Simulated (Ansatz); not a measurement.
Mean errors over 10 vertical spin gaps

Ansatz 0.2.0, basis cc-pVTZ; geometries are PBE0/def2-TZVP minima. Wave-function levels freeze the cores with the filled d shells of p-block atoms; HF, MP2 and coupled cluster are restricted for singlets and unrestricted otherwise, restricted open-shell where a d shell is frozen, Kohn–Sham unrestricted where that lies lower. The reference is CCSDT(Q) or full CI (coupled cluster only where its series has nearly closed). Semilocal and hybrid functionals correlate all electrons outside any core potential and usually lie nearer their basis limit than the reference, so part of their error here is the reference's basis and frozen-core error; RPA and the MP2 part of double hybrids freeze the same cores as the reference. An error is the level's value less the reference. None of these values is a measured one. Energies are electronic, without zero-point terms. No spin–orbit coupling and no scalar relativity. The species are chosen: bound, without strong static correlation by their natural occupations or amplitudes, in their lowest spin state as far as vertical gaps and like structures tell, and with a ladder that closes on the reference, so errors are smaller than for species at large; levels whose determinant breaks symmetry or spin markedly are left out.

```
                                                                                             species                        quantity  reference  value (eV)  error CCSD(T)  error CCSDT  error PBE  error B3LYP  error wB97M-V  error B2PLYP  error RPA-PBE
                                              AlNC, singlet (N–Al 1.858, C–N 1.176, angle at N 180°)  triplet less singlet, vertical   CCSDT(Q)       2.811          0.009        0.003     -0.212        0.057          0.405         0.043          0.010
                                                           Ge2Cl, doublet (Cl–Ge 2.397, Ge–Ge 2.434)  quartet less doublet, vertical   CCSDT(Q)       1.463         -0.012       -0.010      0.094        0.115          0.000         0.065          0.052
       H2Ge–BH, singlet (B–Ge 1.888, Ge–H 1.530, B–H 1.183, angles at B 160°, angles at Ge 113/116°)  triplet less singlet, vertical   CCSDT(Q)       1.086         -0.014       -0.012     -0.144       -0.105         -0.113        -0.089         -0.051
                     Si–GeH3, doublet (Si–Ge 2.420, Ge–H 1.543/1.550, angles at Ge 103/107/108/116°)  quartet less doublet, vertical   CCSDT(Q)       1.018          0.002        0.001      0.076        0.264          0.279         0.167          0.145
             Ge–C–OH, doublet (C–Ge 1.774, C–O 1.290, O–H 0.971, angles at C 176°, angles at O 112°)  quartet less doublet, vertical   CCSDT(Q)       2.674         -0.020       -0.031     -0.072       -0.133         -0.145        -0.026         -0.013
                                                                          PH⁺, doublet Π (P–H 1.434)  quartet less doublet, vertical    full CI       1.621          0.000       -0.001     -0.045        0.204          0.238         0.114          0.283
HAl–PH2, doublet (Al–P 2.345, Al–H 1.606, P–H 1.419/1.424, angles at P 92/95/96°, angles at Al 116°)  quartet less doublet, vertical   CCSDT(Q)       3.768          0.021       -0.002     -0.177        0.034          0.272         0.107         -0.073
                                   H2Ge–As, doublet (Ge–As 2.221, Ge–H 1.537, angles at Ge 111/125°)  quartet less doublet, vertical   CCSDT(Q)       1.920         -0.020       -0.015      0.024        0.034         -0.164        -0.003          0.002
                                       Ge–CH2, singlet (C–Ge 1.786, C–H 1.089, angles at C 114/123°)  triplet less singlet, vertical   CCSDT(Q)       1.788         -0.012       -0.019     -0.030       -0.119         -0.121        -0.056         -0.077
                                     H2Ge–O, singlet (O–Ge 1.632, Ge–H 1.542, angles at Ge 113/123°)  triplet less singlet, vertical   CCSDT(Q)       3.268         -0.006       -0.031     -0.170       -0.244         -0.215         0.033         -0.051
```

```csv
level,mean absolute error (eV),mean signed error,largest error
CCSD(T),0.012,-0.005,0.021 (HAl–PH2)
CCSDT,0.013,-0.012,-0.031 (H2Ge–O)
B2PLYP,0.070,0.035,0.167 (Si–GeH3)
RPA-PBE,0.076,0.023,0.283 (PH⁺)
PBE,0.104,-0.066,-0.212 (AlNC)
B3LYP,0.131,0.011,0.264 (Si–GeH3)
wB97M-V,0.195,0.044,0.405 (AlNC)
```
